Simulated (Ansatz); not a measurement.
# CH3S− (SMILES C[S-]): functionals against CCSD(T) at one geometry

A test off equilibrium: a structure displaced at random from a GFN2-xTB minimum is computed at several levels, and each is set against CCSD(T).

Program: Ansatz 0.2.0, Gaussian basis. Level of theory: single points in def2-TZVPPD. These are calculated values, not measurements.

Correlated methods freeze the cores.

## 1. Where the work starts

SMILES `C[S-]`, 5 atoms, charge -1, spin multiplicity 1.

Atoms are counted from 1 here; the program's logs count them from 0.

Bond lengths: C1–S2 1.814 Å, C1–H3 1.005 Å, C1–H4 0.985 Å, C1–H5 1.173 Å. Angles: S2–C1–H3 113.4°, S2–C1–H4 113.3°, S2–C1–H5 102.4°, H3–C1–H4 117.5°, H3–C1–H5 110.7°, H4–C1–H5 97.3°.

Geometry (Å):

```xyz
5
charge -1, multiplicity 1
C    -0.1518   -0.0393    0.0779
S     1.4786   -0.2426   -0.6899
H    -0.3122   -0.6678    0.8452
H    -0.8789    0.0733   -0.5769
H    -0.1168    1.0715    0.4528
```

## 2. CCSD(T)/def2-TZVPPD

Contents of run/in.yaml:

```yaml
crystal:
  periodic: [false, false, false]
  atoms:
    - {symbol: C, position_ang: [-0.151800, -0.039300, 0.077900]}
    - {symbol: S, position_ang: [1.478600, -0.242600, -0.689900]}
    - {symbol: H, position_ang: [-0.312200, -0.667800, 0.845200]}
    - {symbol: H, position_ang: [-0.878900, 0.073300, -0.576900]}
    - {symbol: H, position_ang: [-0.116800, 1.071500, 0.452800]}
basis:
  gaussian: {orbitals: "def2-TZVPPD.json"}
total_charge: -1
correlation: {method: ccsd_t}
output: {forces: true}
```

The basis file named in the input lies beside it (Basis Set Exchange, JSON).

No record of the launch command was kept for these runs.

## 3. PBE0-D4/def2-TZVPPD

run/in.yaml: that of step 2 with these lines changed.

```diff
@@ -11,3 +11,3 @@
 total_charge: -1
-correlation: {method: ccsd_t}
-output: {forces: true}
+hamiltonian: {xc: pbe0, dispersion: d4}
+output: {forces: true, orbitals: {seedname: orbitals}}
```

## 4. wB97M-V/def2-TZVPPD

run/in.yaml: that of step 3 with these lines changed.

```diff
@@ -11,3 +11,3 @@
 total_charge: -1
-hamiltonian: {xc: pbe0, dispersion: d4}
-output: {forces: true, orbitals: {seedname: orbitals}}
+hamiltonian: {xc: {name: wB97M-V}}
+output: {forces: true}
```

## 5. r2SCAN-D4/def2-TZVPPD

run/in.yaml: that of step 4 with these lines changed.

```diff
@@ -11,3 +11,3 @@
 total_charge: -1
-hamiltonian: {xc: {name: wB97M-V}}
+hamiltonian: {xc: r2scan, dispersion: d4}
 output: {forces: true}
```

## 6. PBE-D4/def2-TZVPPD

run/in.yaml: that of step 5 with these lines changed.

```diff
@@ -11,3 +11,3 @@
 total_charge: -1
-hamiltonian: {xc: r2scan, dispersion: d4}
+hamiltonian: {xc: pbe, dispersion: d4}
 output: {forces: true}
```

## 7. BLYP-D4/def2-TZVPPD

run/in.yaml: that of step 6 with these lines changed.

```diff
@@ -11,3 +11,3 @@
 total_charge: -1
-hamiltonian: {xc: pbe, dispersion: d4}
+hamiltonian: {xc: {name: BLYP}, dispersion: d4}
 output: {forces: true}
```

## 8. CAM-B3LYP-D4/def2-TZVPPD

run/in.yaml: that of step 7 with these lines changed.

```diff
@@ -11,3 +11,3 @@
 total_charge: -1
-hamiltonian: {xc: {name: BLYP}, dispersion: d4}
+hamiltonian: {xc: {name: CAM-B3LYP}, dispersion: d4}
 output: {forces: true}
```

(Steps that only read results are left out.)

Q: Predict the outcome of this session. Wanted: RMS force component; RMS force error; HOMO and LUMO, PBE0-D4; T1 diagnostic.

As calculated:

| quantity | value |
| --- | --- |
| RMS force component | 2.330 to 2.396 eV/Å over the methods |
| RMS force error | PBE0-D4 0.119, wB97M-V 0.077, r2SCAN-D4 0.064, PBE-D4 0.124, BLYP-D4 0.139, CAM-B3LYP-D4 0.089 eV/Å |
| HOMO and LUMO, PBE0-D4 | 0.42 and 4.34 eV |
| T1 diagnostic | 0.010 |

**Reading.** On forces the order runs from r2SCAN-D4 to BLYP-D4. Frozen-core CCSD(T) forces in triple zeta carry basis errors of their own, and this is one geometry, so small gaps rank nothing.
